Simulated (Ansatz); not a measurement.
# C₂H₆B− (SMILES [CH2-]BC): molecular dynamics

The task is to watch the atoms for 40 steps of 0.75 fs, started with velocities for 700 K and run with a Nosé-Hoover thermostat.

Computed with Ansatz 0.2.0, Gaussian basis. Level: PBE0-D4/def2-SVP.

2 further runs of the same task are left out: 2 that didn't finish.

## (1) The starting structure

9 atoms, charge -1, spin multiplicity 1.

Atoms are counted from 1 here; the program's logs count them from 0.

Bond lengths: C1–B2 1.433 Å, C1–H4 1.097 Å, C1–H5 1.098 Å, B2–C3 1.632 Å, B2–H6 1.219 Å, C3–H7 1.094 Å, C3–H8 1.098 Å, C3–H9 1.098 Å. Angles: B2–C1–H4 125.0°, B2–C1–H5 124.8°, H4–C1–H5 110.2°, C1–B2–C3 122.9°, C1–B2–H6 122.4°, C3–B2–H6 114.6°, B2–C3–H7 112.6°, B2–C3–H8 112.2°, B2–C3–H9 112.2°, H7–C3–H8 106.6°, H7–C3–H9 106.7°, H8–C3–H9 106.0°.

Coordinates:

```xyz
9

C    -0.82358    0.76431   -0.97974
B     0.15922    0.59094    0.04886
C     0.52218   -0.86367    0.69361
H    -1.41607   -0.04378   -1.42645
H    -1.09086    1.72698   -1.43424
H     0.79209    1.52378    0.51268
H    -0.06330   -1.67667    0.25365
H     1.57938   -1.12701    0.55540
H     0.34094   -0.89488    1.77624
```

## (2) Dynamics

File md/in.yaml:

```yaml
crystal:
  periodic: [false, false, false]
  atoms:
    - {symbol: C, position_ang: [-0.823580, 0.764310, -0.979740]}
    - {symbol: B, position_ang: [0.159220, 0.590940, 0.048860]}
    - {symbol: C, position_ang: [0.522180, -0.863670, 0.693610]}
    - {symbol: H, position_ang: [-1.416070, -0.043780, -1.426450]}
    - {symbol: H, position_ang: [-1.090860, 1.726980, -1.434240]}
    - {symbol: H, position_ang: [0.792090, 1.523780, 0.512680]}
    - {symbol: H, position_ang: [-0.063300, -1.676670, 0.253650]}
    - {symbol: H, position_ang: [1.579380, -1.127010, 0.555400]}
    - {symbol: H, position_ang: [0.340940, -0.894880, 1.776240]}
basis:
  gaussian: {orbitals: def2-SVP}
total_charge: -1
hamiltonian: {xc: pbe0, dispersion: d4}
md: {n_steps: 40, timestep: 0.75, temperature: 700, ensemble: nvt_nose_hoover, seed: 300, initial_velocities: maxwell_boltzmann}
```

Run with:

```bash
$ ansatz run in.yaml --threads 2 --pin off --events-out ev --progress --plain --max-ram 3481MiB
```

Q: Predict the outcome of this session. Wanted: temperature at the start; mean temperature, second half; lowest and highest potential energy, from the first frame; largest change of potential + kinetic.

**Answer**, as computed:

| quantity | value |
| --- | --- |
| length | 40 steps, 30.0 fs |
| temperature at the start | 700 K |
| mean temperature, second half | 327 K |
| lowest and highest potential energy, from the first frame | 0 and 568 meV |
| largest change of potential + kinetic | 20.4 meV |

In words: The thermostat trades energy with the molecule, so the sum of potential and kinetic energy isn't conserved: it changes by +20 meV over the run. The mean temperature of the second half is still well below the 700 K set. The temperature runs between 94 and 700 K. No bond breaks or forms, judged by distance.
